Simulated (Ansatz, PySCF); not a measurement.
Species: SiH3, net charge -1, singlet state. Whether it binds its extra electron was not tested at this geometry. 
Structure (B3LYP-D3(BJ)/def2-TZVP (Ansatz, an electronic-structure program) minimum search):
SMILES: [SiH3-]
```xyz
4

Si     0.0851     0.0833     0.0837
H     -0.9394    -0.9077     0.6775
H     -0.9139     0.6812    -0.9306
H      0.6615    -0.9403    -0.9185
```
Charge -1, spin multiplicity 1.

Total electronic energies in hartree. Valence correlation only, unless marked. No spin-orbit coupling. No relativistic terms. Basis-set limits of correlation are two-point, X^-3; Hartree-Fock from the larger set.

| level | program | energy (Eh) |
|---|---|---|
| HF/cc-pV(T+d)Z | Ansatz | -290.64303 |
| HF/def2-TZVPD | PySCF | -290.64068 |
| HF/def2-TZVPPD | Ansatz | -290.64106 |
| HF/cc-pV(Q+d)Z | Ansatz | -290.64962 |
| RI-HF/cc-pV(Q+d)Z | Ansatz | -290.64962 |
| SVWN5/def2-TZVPD | Ansatz | -290.09102 |
| revPBE/def2-TZVPD | Ansatz | -291.22267 |
| M06-L-D4/def2-TZVPD | PySCF + dftd4 | -291.27667 |
| PBE0/6-31G* | Ansatz | ___ |
| PBE0-D3(BJ)/def2-TZVP | Ansatz + dftd3 | -291.15218 |
| PBE0/def2-TZVP | Ansatz | -291.15099 |
| BHLYP/def2-TZVPD | Ansatz | ___ |
| LC-wPBE/def2-TZVPD | Ansatz | -291.18890 |
| B2PLYP-D3(BJ)/def2-TZVPD | Ansatz + dftd3 | -291.15088 |
| B2PLYP-D4/def2-TZVPD | Ansatz + dftd4 | -291.15171 |
| MP2/cc-pV(D+d)Z | Ansatz | -290.74886 |
| MP2/CBS(aug-cc-pV(T+d)Z,aug-cc-pV(Q+d)Z) | Ansatz | -290.8219 |
| RI-MP2/def2-QZVPP | Ansatz | -290.81281 |
| RI-MP2/CBS(def2-TZVPPD,def2-QZVPPD) | Ansatz | -290.8209 |
| CCSD/aug-cc-pV(T+d)Z | Ansatz | -290.83220 |
| CCSD/cc-pV(Q+d)Z | Ansatz | -290.83813 |
| CCSD(T)/cc-pVDZ | PySCF | -290.77758 |
| CCSD(T)/CBS(aug-cc-pV(T+d)Z,aug-cc-pV(Q+d)Z) | Ansatz | -290.8528 |

Question: Some entries are withheld; supply them.

Answer: 
- PBE0/6-31G*, energy (Eh): -291.11850
- BHLYP/def2-TZVPD, energy (Eh): -291.27498
